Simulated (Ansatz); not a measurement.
## An input for triplet CH5FSi

CH5FSi: 8 atoms, total charge 0, spin state triplet. SMILES of the parent species: `C[SiH2]F`. The shape is that of a PBE0-D4/def2-TZVP optimisation. That shape belongs to the parent species and isn't relaxed for this state.

```xyz
8

C    -0.5214    0.7003   -0.4370
Si    0.4484   -0.6420    0.3952
F     1.9465   -0.6496   -0.1788
H    -0.5624    0.5425   -1.5171
H    -1.5467    0.7132   -0.0565
H    -0.0772    1.6803   -0.2484
H     0.5387   -0.4208    1.8607
H    -0.1337   -1.9812    0.1260
```

Settings wanted:

```yaml
basis_set: 6-311+G**
core_potential: none
task: energy
method: DFT
functional: BLYP
dispersion: none
reference: UKS
relativity: none
accuracy: high
d_and_f_functions: spherical
```

Question: Give an Ansatz 0.2.0 job that does this.

Answer: One that was run (others would do as well):

run.yaml:
```yaml
crystal:
  periodic: [false, false, false]
  atoms:
    - {symbol: C, position_ang: [-0.521400, 0.700300, -0.437000]}
    - {symbol: Si, position_ang: [0.448400, -0.642000, 0.395200]}
    - {symbol: F, position_ang: [1.946500, -0.649600, -0.178800]}
    - {symbol: H, position_ang: [-0.562400, 0.542500, -1.517100]}
    - {symbol: H, position_ang: [-1.546700, 0.713200, -0.056500]}
    - {symbol: H, position_ang: [-0.077200, 1.680300, -0.248400]}
    - {symbol: H, position_ang: [0.538700, -0.420800, 1.860700]}
    - {symbol: H, position_ang: [-0.133700, -1.981200, 0.126000]}
basis:
  gaussian:
    orbitals: 6-311+G_st__st_-spherical.json
magnetization:
  spin_polarized: true
  initial_magnetization: 2
output: {orbitals: {seedname: orbitals}}
hamiltonian:
  xc: {name: BLYP}
accuracy: high
```

```bash
$ ansatz run run.yaml --threads 1 --pin off --max-ram 3480MiB --events-out events.jsonl --progress --plain --runs-dir runs
```

(Basis files named in the input come from the Basis Set Exchange and aren't shown.)

Calculated total energy: -430.25536 Eh. The top electron of this state is barely bound (Rydberg-like), so the basis sets its energy.
